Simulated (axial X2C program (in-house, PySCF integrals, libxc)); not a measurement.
# SSi⁺: EOM-IP-CCSD levels

Aim: EOM-IP-CCSD levels of SSi⁺, with spin–orbit coupling in the Hamiltonian from the start.

The runs use an in-house X2C program for linear molecules on PySCF integrals; two-component X2C with atomic mean-field terms, S dyall-av3z, Si dyall-v3z.

All values are calculated.

## Step 1: Input

The input, task.json:

```json
{"zs": [16, 14], "q": 1, "bas": ["dyall-av3z", "dyall-v3z"], "r0": 2.01, "eom": "ip", "rq": 0, "thr": -2.0, "nmax": 95, "grid": [1, 0.96, 1.045, 0.92, 1.09, 1.15]}
```

Keys: zs atomic numbers; q charge; bas basis sets; r0 starting distance in Å; eom kind of EOM run; thr threshold in hartree for freezing inner shells (an s shell follows its p shell); nmax most natural virtual spinors; grid distances as factors.

On the command line:

```
> python soeom.py task.json out
```

Further steps of the session: EOM-IP-CCSD at 1.939 Å.

What does the calculation give? Wanted: next root led by one particle; T1 of the reference.

The runs gave:

```
                     quantity                           value
       lowest root at 1.939 Å              Ω = 1/2, 10.488 eV
next root led by one particle  Ω = 3/2, about 460 cm⁻¹ higher
          T1 of the reference                           0.021
```

What this shows: Removing an electron from the reference determinant of SSi costs 10.49 eV and empties a spinor of 39% Si pσ, 33% S pσ, 17% Si sσ. Errors of 0.1 to 0.3 eV are usual at this size, and roots led by higher excitations are left out, so the list is incomplete, and low states of that kind can be missing.
